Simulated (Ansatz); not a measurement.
Cubic X2O5: space group Pn-3m, simple cubic cell, positions in fractions of the edge: X (0 0 0), (0.5 0.5 0), (0.5 0 0.5), (0 0.5 0.5); O (0.5 0 0), (0 0.5 0), (0 0 0.5), (0.5 0.5 0.5), (0.75 0.75 0.25), (0.75 0.25 0.75), (0.25 0.75 0.75), (0.75 0.25 0.25), (0.25 0.75 0.25), (0.25 0.25 0.75).

A crystal in the cubic X2O5 structure was computed with PBE in Ansatz (plane waves, PAW datasets (generated soft set 1); cutoff 420 eV), no spin polarisation, no spin–orbit coupling, Fermi–Dirac smearing of 0.061 eV, k-spacing 0.06 Å⁻¹. It has a₀ = 6.100 Å and B₀ = 62 GPa.

Task: Which is it?
A. Pb2O5
B. Zr2O5
C. Ag2O5
D. Ba2O5
E. Sr2O5

Result: D. The five: Ba2O5 6.100 Å, 62 GPa; Ag2O5 5.314 Å, 129 GPa; Zr2O5 5.241 Å, 215 GPa; Sr2O5 5.803 Å, 77 GPa; Pb2O5 5.606 Å, 96 GPa.

Model structures, not the usual forms at ambient conditions (metastable or hypothetical): Ba2O5, Ag2O5, Zr2O5, Sr2O5, Pb2O5. Spin polarisation is left out, and a magnetic state may lie lower for Ba2O5, Ag2O5, Zr2O5, Sr2O5, Pb2O5. Spin–orbit coupling is left out, which matters for 6p elements such as Tl, Pb and Bi.
